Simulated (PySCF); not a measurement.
The N–H bond energy of NH₄⁺

Method: PBE0 in PySCF with N def2-TZVP, H def2-TZVP; no relativity; density-fitted integrals.

Each entry is the lowest minimum that a search over a few typed start shapes (and spin states, where more than one is plausible) found, or that minimum re-optimised at the stated level; isomers with ligand–ligand bonds, or fragments after loss of a ligand pair, can lie lower.

Total energies (Eh), which compare only within these settings: H atom -0.50106.

```
species  2S+1  group     E (Eh)  ZPE (kJ/mol)
   NH₃⁺     2    D3h  -56.14526          86.1
   NH₄⁺     1     Td  -56.85394         130.5
```

**Question.** What are De and D0 for NH₄⁺ → NH₃⁺ + H?

**Answer.** De = [(-56.14526) + (-0.50106) − (-56.85394)] × 2625.5 = 545 kJ/mol. The zero-point energy changes by -44.4 kJ/mol, so D0 = 501 kJ/mol.

Atoms and open shells are unrestricted, without spin–orbit or basis-set superposition corrections.
